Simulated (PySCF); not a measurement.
# Working with the constants of SiCl

PBE0 constants of SiCl, ²Π (doublet), unpaired electrons π ↑ (basis Si def2-TZVP, Cl def2-TZVP; no relativity; PySCF 2.14; masses 27.9769 and 34.9689 u):

```
ωe              : 535.1 cm⁻¹
ωexe            : 2.14 cm⁻¹
Be              : 0.25383 cm⁻¹
αe              : 0.00154 cm⁻¹
D (centrifugal) : 2.28e-07 cm⁻¹
De to Si + Cl   : 4.45 eV
```

Question: Give the vibrational terms G(v) and spacings up to v = 6.

Answer: G(v) = ωe(v+½) − ωexe(v+½)².

| v | G(v) (cm⁻¹) | G(v) − G(v−1) | Bv (cm⁻¹) |
| --- | --- | --- | --- |
| 0 | 267.0 |  | 0.2531 |
| 1 | 797.8 | 530.8 | 0.2515 |
| 2 | 1324.4 | 526.5 | 0.2500 |
| 3 | 1846.6 | 522.3 | 0.2484 |
| 4 | 2364.6 | 518.0 | 0.2469 |
| 5 | 2878.3 | 513.7 | 0.2454 |
| 6 | 3387.7 | 509.4 | 0.2438 |

Question: How well does the Morse estimate ωe²/(4ωexe) reproduce De, and what is D0?

Answer: It gives 4.15 eV, 93 % of the computed De. D0 = De − G(0) = 4.45 − 0.03 = 4.42 eV.

The state is the lowest determinant that a PBE0 search found; another state may lie lower at other levels.
